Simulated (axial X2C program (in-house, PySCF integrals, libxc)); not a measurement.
**Outer orbitals of B₂⁻ at 1.623 Å, HF**

All values were computed with an in-house all-electron X2C program for linear molecules (integrals from PySCF). Spin-free means the one-electron spin-free X2C Hamiltonian; two-component (2c) means X2C with spin–orbit coupling and atomic mean-field two-electron Coulomb and Gaunt terms, so the difference of the two also holds small scalar two-electron terms. Basis: B dyall-av3z [8s7p3d2f] (cores contracted in-house); Gaussian nuclei, density fitting, unrestricted open shells. Masses: B 11.009 u.

The distance is close to the 2c PBE0 minimum; the highest filled and lowest empty levels are listed.

Spin-free orbitals, state M_S = 3/2, Λ = 0 (beyond evenly filled blocks: σα, π+α, π-α) (Löwdin shares):

| symmetry | occupied | ε (eV) | atomic character |
| --- | --- | --- | --- |
| σα | yes | -14.61 | 69% B s, 27% B p, 4% B d |
| σβ | yes | -9.33 | 74% B s, 21% B p, 5% B d |
| σα | yes | -6.09 | 57% B p, 35% B s, 7% B d |
| σα | yes | -3.51 | 68% B p, 26% B s, 5% B d |
| π-α | yes | -2.78 | 91% B p, 7% B d |
| π+α | yes | -2.78 | 91% B p, 7% B d |
| σβ | yes | -1.39 | 60% B p, 31% B s, 8% B d |
| σα | no | 2.95 | 85% B p, 15% B s |
| σβ | no | 2.97 | 83% B p, 17% B s |
| σβ | no | 3.53 | 74% B p, 23% B s |
| π-β | no | 3.60 | 100% B p |
| π+β | no | 3.60 | 100% B p |
| σα | no | 3.60 | 85% B p, 13% B s |

Spinors with spin–orbit coupling (state Ω = 3/2):

```json
{"ω": "1/2", "occupied": "yes", "ε (eV)": "-14.61", "atomic character": "69% B s, 27% B p, 4% B d", "λ mixture": "100% σ"}
{"ω": "-1/2", "occupied": "yes", "ε (eV)": "-9.33", "atomic character": "74% B s, 21% B p, 5% B d", "λ mixture": "100% σ"}
{"ω": "1/2", "occupied": "yes", "ε (eV)": "-6.09", "atomic character": "57% B p, 35% B s, 7% B d", "λ mixture": "100% σ"}
{"ω": "1/2", "occupied": "yes", "ε (eV)": "-3.51", "atomic character": "68% B p, 26% B s, 5% B d", "λ mixture": "100% σ"}
{"ω": "-1/2", "occupied": "yes", "ε (eV)": "-2.78", "atomic character": "91% B p, 7% B d", "λ mixture": "100% π"}
{"ω": "3/2", "occupied": "yes", "ε (eV)": "-2.78", "atomic character": "91% B p, 7% B d", "λ mixture": "100% π"}
{"ω": "-1/2", "occupied": "yes", "ε (eV)": "-1.39", "atomic character": "60% B p, 31% B s, 8% B d", "λ mixture": "100% σ"}
{"ω": "1/2", "occupied": "no", "ε (eV)": "2.98", "atomic character": "86% B p, 14% B s", "λ mixture": "100% σ"}
{"ω": "-1/2", "occupied": "no", "ε (eV)": "3.00", "atomic character": "84% B p, 16% B s", "λ mixture": "100% σ"}
{"ω": "-1/2", "occupied": "no", "ε (eV)": "3.53", "atomic character": "74% B p, 23% B s", "λ mixture": "100% σ"}
{"ω": "1/2", "occupied": "no", "ε (eV)": "3.60", "atomic character": "100% B p", "λ mixture": "100% π"}
{"ω": "-3/2", "occupied": "no", "ε (eV)": "3.60", "atomic character": "100% B p", "λ mixture": "100% π"}
{"ω": "1/2", "occupied": "no", "ε (eV)": "3.60", "atomic character": "85% B p, 13% B s", "λ mixture": "100% σ"}
```

Problem. How does the gap between the highest filled and lowest empty level change from the spin-free to the 2c table?

Solution. From 4.34 to 4.37 eV at HF, a change of 0.03 eV.

Mulliken charges and populations of the two-component result (they depend on the basis, above all on diffuse functions):

B1 -0.50 e (s 3.64 p 1.80 d 0.06), B2 -0.50 e (s 3.64 p 1.80 d 0.06). ⟨Lz⟩ = 0.00 ħ and ⟨Sz⟩ = 1.50 ħ (0.75 and 0.75 on the two atoms), which add up to Ω.

Occupations by symmetry block were frozen at the best pattern of an incomplete PBE0 search. Other states lie close and PBE0, whose exact exchange favours high spin, may order them wrongly; the determinant shown need not be the ground state. The nearest other spin-free determinant of the search, M_S = 1/2, Λ = 0, lies 0.26 eV up at the distance of the search. With several unpaired electrons one determinant need not be a pure state. This is the top spin component of a Σ state; components of lower Ω are not single determinants and can lie lower. The determinant is spin-polarised beyond a pure state at some levels (its spin-free form has ⟨S²⟩ too high), which makes Re and μ there less reliable.
